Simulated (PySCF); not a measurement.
Rigid-rotor lines calculated for a species of formula CClF (commonest isotopes; CAM-B3LYP/def2-SVPD in PySCF (dipole) on a GFN2-xTB geometry, gas phase), labelled J(Ka,Kc):

```tsv
transition	MHz
1(1,1) ← 0(0,0)	81367.4
2(0,2) ← 1(0,1)	25245.5
2(1,1) ← 1(1,0)	25776.6
2(1,2) ← 1(1,1)	24720.5
1(0,1) ← 0(0,0)	12624.3
```

**Question.** Find the rotational constants.

**Answer.** 1(0,1) ← 0(0,0) is B + C, 2(1,1) ← 1(1,0) is 3B + C and 2(1,2) ← 1(1,1) is B + 3C, so B − C is half the difference of the last two, 528.0 MHz. 1(1,1) ← 0(0,0) is A + C. A = 75319.3, B = 6576.2, C = 6048.1 MHz.

**Question.** What moments of inertia, asymmetry and inertial defect follow?

**Answer.** I = 505379 MHz·u·Å² over each constant: Ia = 6.71, Ib = 76.85, Ic = 83.56 u·Å²; κ = (2B − A − C)/(A − C) = -0.985 (near-prolate asymmetric top); Δ = Ic − Ia − Ib = 0.00 u·Å².

**Question.** Which dipole components do these lines need?

**Answer.** μa and μb (a-type: ΔKa even, ΔKc odd; b-type: both odd). The calculation gives |μa| = 0.89 D, |μb| = 0.95 D, |μc| = 0.00 D.

**Question.** Where do these fall, and of which type are they? 1(1,0) ← 1(0,1); 2(2,1) ← 2(1,2); 4(2,3) ← 4(1,4); 3(2,1) ← 2(1,2); 3(1,3) ← 2(0,2); 4(4,0) ← 3(3,1); 2(1,1) ← 2(0,2); 1(1,0) ← 1(1,1); 4(4,1) ← 4(3,2); 4(1,3) ← 4(0,4).

**Answer.** 
| transition | MHz | type | branch |
| --- | --- | --- | --- |
| 1(1,0) ← 1(1,1) | 528 | a | Q |
| 1(1,0) ← 1(0,1) | 69271 | b | Q |
| 2(1,1) ← 2(0,2) | 69802 | b | Q |
| 4(1,3) ← 4(0,4) | 71685 | b | Q |
| 3(1,3) ← 2(0,2) | 105297 | b | R |
| 2(2,1) ← 2(1,2) | 207813 | b | Q |
| 4(2,3) ← 4(1,4) | 209667 | b | Q |
| 3(2,1) ← 2(1,2) | 245701 | b | R |
| 4(4,1) ← 4(3,2) | 483044 | b | Q |
| 4(4,0) ← 3(3,1) | 533547 | b | R |

**Question.** Which structure gave them?

**Answer.** `F[C]Cl` [singlet], point group Cs. Three constants can't fix a structure by themselves; this is the one that was computed:
```xyz
3
CClF angstrom
F     -1.130   -0.347   -0.003
C     -0.166    0.555   -0.011
Cl     1.307   -0.210    0.001
```

Not checked by GFN2-xTB frequencies. These are rigid-rotor constants of the computed structure; measured ground-state constants (B0) also hold zero-point vibration. Quadrupole hyperfine structure (35Cl) is left out.

Hardware: one thread of an x86-64 server, no GPU, on a shared host. Cost: 1.8 s of wall time. This is the CAM-B3LYP/def2-SVPD job that gave the dipole, with the excitations it also computed.
